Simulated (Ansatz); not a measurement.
# Si2H2 (quintet): wave-function methods side by side, cc-pVTZ

An exercise on one series of results from a longer session: the logs are not shown, and one member is left open.

Program: Ansatz 0.2.0, Gaussian basis. Level of theory: cc-pVTZ, core rule «outside noble gas», up to 10 orbitals frozen. These are calculated values, not measurements.

The runs, in order: UHF; CCSD(T) on ROHF; CCSD(T) on UHF; BCCD(T) on ROHF; CCSDT(Q) on ROHF; CCSDT(Q) on UHF; CASSCF and MRCISD+Q, 10 electrons in 10 orbitals; CASSCF and NEVPT2, 10 electrons in 10 orbitals.

7 further runs of the same task are left out: 1 for a known fault of the program, 6 set aside as unsound or not needed.

## What is computed

The geometry is a PBE0/def2-TZVP stationary point (not a proven minimum) of the parent state, kept for this charge and spin.

4 atoms, charge 0, spin multiplicity 5.

Atoms are counted from 1 here; the program's logs count them from 0.

Bond lengths: Si1–Si2 2.273 Å, Si1–H3 1.514 Å, Si2–H4 1.514 Å. Angles: Si2–Si1–H3 104.6°, Si1–Si2–H4 104.6°.

Set-up of the first run:

in.yaml

```yaml
crystal:
  periodic: [false, false, false]
  atoms:
    - {symbol: Si, position_ang: [0.000000, -0.135595, 1.128508]}
    - {symbol: Si, position_ang: [0.000000, 0.135595, -1.128508]}
    - {symbol: H, position_ang: [0.000000, 1.273421, 1.682307]}
    - {symbol: H, position_ang: [0.000000, -1.273421, -1.682307]}
basis:
  gaussian: {orbitals: cc-pVTZ}
magnetization: {spin_polarized: true, initial_magnetization: 4}
hamiltonian: {xc: hf}
output: {orbitals: {seedname: orbitals}}
```

Command:

```bash
$ ansatz run in.yaml --threads 1 --pin off --events-out ev --progress --plain --max-ram 4096MiB --backend cpu
```

Steps of the session up to this table: UHF; CCSD(T) on ROHF; CCSD(T) on UHF; BCCD(T) on ROHF; CCSDT(Q) on ROHF; CCSDT(Q) on UHF; CASSCF and MRCISD+Q, 10 electrons in 10 orbitals; CASSCF and NEVPT2, 10 electrons in 10 orbitals.

One table of the session follows, with a row left open; its other results are not shown here.

| method | from UCCSDT(Q) (meV) |
| --- | --- |
| ROHF | ? |
| UHF | +5464.3 |
| RMP2 | +1218.6 |
| UMP2 | +1214.9 |
| RCCSD | +266.4 |
| UCCSD | +261.9 |
| RCCSD(T) | +56.2 |
| UCCSD(T) | +53.3 |
| BCCD(T) | +55.2 |
| RCCSDT | +13.1 |
| UCCSDT | +9.7 |
| RCCSDT(Q) | +3.7 |
| UCCSDT(Q) | 0 |
| CASSCF valence | +4374.3 |
| NEVPT2 valence | +1281.9 |
| MRCISD valence | +449.3 |
| MRCISD+Q valence | +95.8 |

**Question.** Estimate the row for ROHF.

**Answer.** from UCCSDT(Q) (meV): +5576.7. In the column «from UCCSDT(Q) (meV)» it is the highest.

Among the levels timed on like hardware and quicker than the yardstick, those that no quicker one beats, quickest first: BCCD(T) (4.5 s, +55.2 meV); UCCSD(T) (8.5 s, +53.3 meV); RCCSDT(Q) (21 s, +3.7 meV).

Caveats from the session: Of the multireference levels listed MRCISD+Q valence comes nearest in total energy (+95.8 meV), which doesn't show that its space is the better one. Restricted and unrestricted rows rest on different reference determinants; where their highest levels disagree by more than a few hundredths of an eV, they describe different states and don't form one ladder.
